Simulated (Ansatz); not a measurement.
**Breaking a bond in C2HO (ethynyloxy radical)**

The species is C2HO (4 atoms), meant as a doublet with charge 0. SMILES: `C#C[O]`. The shape is that of a PBE0-D4/def2-TZVP optimisation.

```xyz
4

C    -0.5625    0.2174   -0.4178
C     0.3423   -0.3966    0.2624
O     1.0688   -1.1065    0.8368
H    -0.7931    1.2255   -0.7016
```

The C1–H4 distance is scanned; the parts on either side stay rigid. Basis STO-3G, 3 core orbitals frozen in the correlated methods; program Ansatz 0.2.0. FCI is exact within this basis and core. Energies in eV from each method's value at 1.072 Å; open shells run as named. The shape above is that at 1.072 Å.

```csv
distance (Å),UBLYP,U-r2SCAN,UBHLYP,UB2PLYP,FCI
1.072,0.00,0.00,0.00,0.00,0.00
1.340,0.76,0.88,1.01,0.91,0.81
1.609,2.32,2.59,2.89,2.68,2.40
2.145,4.70,4.87,4.99,5.01,4.57
2.681,5.29,5.33,5.19,5.23,4.94
```

Departure from the FCI curve at its largest: UBLYP +0.35 eV at 2.68 Å; U-r2SCAN +0.39 eV at 2.68 Å; UBHLYP +0.49 eV at 1.61 Å; UB2PLYP +0.44 eV at 2.15 Å. For the functionals part of the departure is owed to the small basis.
